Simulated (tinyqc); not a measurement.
MP2 on RHF in the sto-6g basis, for LiH, spin multiplicity 1, step by step. One step of it, computed by the program tinyqc.

Task: Integrals over molecular orbitals. (pq|rs) = sum C_ip C_jq C_kr C_ls (ij|kl), one index at a time.

coefficients C:
```
               MO1        MO2        MO3        MO4       MO5        MO6
1Li 1s    0.993915  -0.153543  -0.200261   0.000000  0.000000   0.094948
1Li 2s    0.023870   0.451450   0.798396   0.000000  0.000000  -0.682677
1Li 2px   0.000000   0.000000   0.000000  -0.151242  0.988497   0.000000
1Li 2py   0.000000   0.000000   0.000000   0.988497  0.151242   0.000000
1Li 2pz  -0.005558   0.344341  -0.612725   0.000000  0.000000  -0.956448
2H 1s     0.002598   0.559305  -0.137467   0.000000  0.000000   1.148077
```

core Hamiltonian H = T + V (hartree):
```
            1Li 1s     1Li 2s    1Li 2px    1Li 2py    1Li 2pz      2H 1s
1Li 1s   -4.767845  -1.013896   0.000000   0.000000  -0.015643  -0.262474
1Li 2s   -1.013896  -1.377137   0.000000   0.000000  -0.118170  -0.652847
1Li 2px   0.000000   0.000000  -1.132082   0.000000   0.000000   0.000000
1Li 2py   0.000000   0.000000   0.000000  -1.132082   0.000000   0.000000
1Li 2pz  -0.015643  -0.118170   0.000000   0.000000  -1.226613  -0.803276
2H 1s    -0.262474  -0.652847   0.000000   0.000000  -0.803276  -1.421479
```

Two-electron integrals (ij|kl) in chemists' order, unique and non-zero (hartree):
```
(11|11) 1.681247   (21|11) 0.242603   (21|21) 0.044507   (22|11) 0.397190
(22|21) 0.090279   (22|22) 0.290625   (31|31) 0.009437   (32|31) 0.014261
(32|32) 0.064236   (33|11) 0.397190   (33|21) 0.090279   (33|22) 0.290625
(33|33) 0.313125   (41|41) 0.009437   (42|41) 0.014261   (42|42) 0.064236
(43|43) 0.016875   (44|11) 0.397190   (44|21) 0.090279   (44|22) 0.290625
(44|33) 0.279374   (44|44) 0.313125   (51|51) 0.009437   (52|51) 0.014261
(52|52) 0.064236   (53|53) 0.016875   (54|54) 0.016875   (55|11) 0.397190
(55|21) 0.090279   (55|22) 0.290625   (55|33) 0.279374   (55|44) 0.279374
(55|55) 0.313125   (61|11) 0.061521   (61|21) 0.011033   (61|22) 0.022528
(61|33) 0.022219   (61|44) 0.022219   (61|51) 0.001466   (61|52) 0.002933
(61|55) 0.023147   (61|61) 0.003023   (62|11) 0.140546   (62|21) 0.032335
(62|22) 0.109524   (62|33) 0.103996   (62|44) 0.103996   (62|51) 0.005583
(62|52) 0.032111   (62|55) 0.120577   (62|61) 0.009626   (62|62) 0.067576
(63|31) 0.002779   (63|32) 0.012542   (63|53) 0.004962   (63|63) 0.004905
(64|41) 0.002779   (64|42) 0.012542   (64|54) 0.004962   (64|64) 0.004905
(65|11) 0.172103   (65|21) 0.040020   (65|22) 0.140184   (65|33) 0.130781
(65|44) 0.130781   (65|51) 0.008707   (65|52) 0.049472   (65|55) 0.158991
(65|61) 0.012475   (65|62) 0.095171   (65|65) 0.136089   (66|11) 0.316539
(66|21) 0.074250   (66|22) 0.274564   (66|33) 0.250718   (66|44) 0.250718
(66|51) 0.014874   (66|52) 0.103407   (66|55) 0.322251   (66|61) 0.023418
(66|62) 0.211730   (66|65) 0.309897   (66|66) 0.774999
```

Give: one-electron integrals over orbitals h = C^T H C; Two-electron integrals over orbitals.

Result:

one-electron integrals over orbitals h = C^T H C (hartree):
```
         1        2        3        4        5        6
1  -4.7601   0.1023   0.1686   0.0000   0.0000  -0.0447
2   0.1023  -1.4717   0.0270   0.0000   0.0000  -0.0332
3   0.1686   0.0270  -1.1269   0.0000   0.0000   0.0336
4   0.0000   0.0000   0.0000  -1.1321   0.0000   0.0000
5   0.0000   0.0000   0.0000   0.0000  -1.1321   0.0000
6  -0.0447  -0.0332   0.0336   0.0000   0.0000  -0.9703
```

Two-electron integrals over orbitals (pq|rs), unique and non-zero (hartree):
```
(11|11) 1.6647      (21|11) -0.1080     (21|21) 0.0127      (22|11) 0.3594
(22|21) 0.0057      (22|22) 0.4855      (31|11) -0.1420     (31|21) 0.0114
(31|22) -0.0149     (31|31) 0.0229      (32|11) 0.0163      (32|21) -0.0032
(32|22) -0.0482     (32|31) -2.12e-04   (32|32) 0.0129      (33|11) 0.3994
(33|21) -0.0107     (33|22) 0.2208      (33|31) 0.0016      (33|32) 0.0081
(33|33) 0.3386      (41|41) 0.0101      (42|41) 0.0073      (42|42) 0.0226
(43|41) 0.0103      (43|42) 0.0191      (43|43) 0.0414      (44|11) 0.3970
(44|21) -0.0039     (44|22) 0.2667      (44|31) -0.0047     (44|32) 0.0065
(44|33) 0.2824      (44|44) 0.3131      (51|51) 0.0101      (52|51) 0.0073
(52|52) 0.0226      (53|51) 0.0103      (53|52) 0.0191      (53|53) 0.0414
(54|54) 0.0169      (55|11) 0.3970      (55|21) -0.0039     (55|22) 0.2667
(55|31) -0.0047     (55|32) 0.0065      (55|33) 0.2824      (55|44) 0.2794
(55|55) 0.3131      (61|11) 0.0630      (61|21) -0.0099     (61|22) -0.0072
(61|31) -0.0039     (61|32) 0.0020      (61|33) 0.0111      (61|44) 0.0008
(61|55) 0.0008      (61|61) 0.0101      (62|11) -0.0509     (62|21) 0.0041
(62|22) 0.1252      (62|31) 0.0015      (62|32) -0.0344     (62|33) -0.0152
(62|44) -0.0198     (62|55) -0.0198     (62|61) -1.29e-04   (62|62) 0.1260
(63|11) 0.0146      (63|21) -0.0030     (63|22) -0.0505     (63|31) 0.0045
(63|32) 0.0091      (63|33) 0.0356      (63|44) 0.0023      (63|55) 0.0023
(63|61) 0.0041      (63|62) -0.0311     (63|63) 0.0255      (64|41) -0.0062
(64|42) -0.0196     (64|43) -0.0139     (64|64) 0.0201      (65|51) -0.0062
(65|52) -0.0196     (65|53) -0.0139     (65|65) 0.0201      (66|11) 0.3642
(66|21) 0.0028      (66|22) 0.4534      (66|31) -0.0113     (66|32) -0.0424
(66|33) 0.2407      (66|44) 0.2680      (66|55) 0.2680      (66|61) -0.0036
(66|62) 0.1303      (66|63) -0.0431     (66|66) 0.4529
```
